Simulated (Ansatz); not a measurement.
**HGe–AsH, doublet: the ladder up to UCCSDT(Q)**

Geometry: displaced at random from a stationary point.

```csv
atom,x (Å),y (Å),z (Å)
Ge,0.0005,-0.0436,1.2584
As,-0.0004,0.0408,-1.2184
H,0.0476,1.5964,1.2570
H,-0.0552,-1.4862,-1.3827
```

Basis cc-pVDZ; Ansatz 0.2.0. Only valence electrons are correlated (noble-gas cores and the filled d shells of p-block atoms frozen), which leaves 11 electrons in 36 orbitals. Prefix R: restricted or restricted open-shell reference; prefix U: unrestricted. Active spaces: valence = (11e, 10o) chosen from the atoms' valence shells. No spin–orbit coupling is included, and no scalar relativity.

Full CI isn't at hand for all of this; UCCSDT(Q) serves as the reference, and is uncertain by about the last step of the cluster series. The frozen core follows each run's orbitals, which can shift R against U totals by a few meV for light atoms and by up to 0.1 eV past Ca.

Unrestricted rows (U) aren't spin-pure: their determinants' ⟨S²⟩ exceeds S(S+1) by up to 0.19, so they mix in states of higher spin.

```
UHF ⟨S²⟩                            : 0.941
⟨S²⟩ of the determinant under UCCSD : 0.762
T1 diagnostic (RCCSD)               : 0.0215
largest doubles amplitude (RCCSD)   : 0.074
T1 diagnostic (UCCSD)               : 0.0212
```

```json
{"level": "UHF", "E − E(UCCSDT(Q)) (kcal/mol)": "132.36", "wall time": "13 s"}
{"level": "UMP2", "E − E(UCCSDT(Q)) (kcal/mol)": "29.33", "wall time": "–"}
{"level": "UCCSD", "E − E(UCCSDT(Q)) (kcal/mol)": "4.90", "wall time": "–"}
{"level": "UCCSD(T)", "E − E(UCCSDT(Q)) (kcal/mol)": "1.03", "wall time": "84 s"}
{"level": "UCCSDT", "E − E(UCCSDT(Q)) (kcal/mol)": "0.25", "wall time": "–"}
```

Run but not shown, since their state, orbitals or frozen core can't be matched to the reference's or they repeat it: RHF, RMP2, CISD, RCCSD, RCCSD(T), BCCD(T), RCCSDT, RCCSDT(Q), CASSCF (valence space), NEVPT2 (valence space), MRCISD (valence space), MRCISD+Q (valence space).

Times hold each run's SCF and search for its determinant on a shared host, so for small cases they say little of a method's own cost; they ran on 1 thread of Arm Neoverse V1. Some runs computed forces too.

Natural occupations of CASSCF (valence space) about the gap: 1.993 1.979 1.971 1.962 1.929 0.999 0.061 0.045 0.032 0.030; effectively unpaired electrons, Σ n²(2−n)², 1.06.
